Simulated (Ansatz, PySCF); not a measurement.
sulfur dioxide (O2S), SMILES S(=O)=O. Atoms are numbered in the order given.

```xyz
3

O      0.0000    -1.2387    -0.3699
S      0.0000     0.0000     0.3616
O      0.0000     1.2387    -0.3699
```
Charge 0, spin multiplicity 1.

Geometry: B3LYP-D3(BJ)/def2-TZVP.

Two levels are set side by side: PBE-D3(BJ)/def2-TZVP (Ansatz, a program for electronic structure) and B3LYP-D3(BJ)/def2-TZVP (Ansatz). Each level has its own optimised geometry; the coordinates shown are those of the second. Frequencies come from the Hessian of PySCF at each geometry. Differences are taken from unrounded values.

```tsv
quantity	B3LYP-D3(BJ)
mean bond length (Å)	1.439
bond O1–S2 (Å)	1.439
bond S2–O3 (Å)	1.439
highest harmonic wavenumber (cm⁻¹)	1376
mean harmonic wavenumber (cm⁻¹)	1026
zero-point energy (kcal/mol)	4.40
```

**Question.** What does PBE-D3(BJ) give, and how far is it from B3LYP-D3(BJ)? (An estimate is asked for; the answer gives what the named calculation found.)

**Answer.** 
```json
[
 {"quantity": "mean bond length (Å)", "PBE-D3(BJ)": "1.457", "PBE-D3(BJ) minus B3LYP-D3(BJ)": "0.019"},
 {"quantity": "bond O1–S2 (Å)", "PBE-D3(BJ)": "1.457", "PBE-D3(BJ) minus B3LYP-D3(BJ)": "0.019"},
 {"quantity": "bond S2–O3 (Å)", "PBE-D3(BJ)": "1.457", "PBE-D3(BJ) minus B3LYP-D3(BJ)": "0.019"},
 {"quantity": "highest harmonic wavenumber (cm⁻¹)", "PBE-D3(BJ)": "1308", "PBE-D3(BJ) minus B3LYP-D3(BJ)": "-68"},
 {"quantity": "mean harmonic wavenumber (cm⁻¹)", "PBE-D3(BJ)": "972", "PBE-D3(BJ) minus B3LYP-D3(BJ)": "-54"},
 {"quantity": "zero-point energy (kcal/mol)", "PBE-D3(BJ)": "4.17", "PBE-D3(BJ) minus B3LYP-D3(BJ)": "-0.23"}
]
```

Exact exchange shortens and stiffens bonds; PBE has none. Differences between two approximate levels are no errors against the true value.
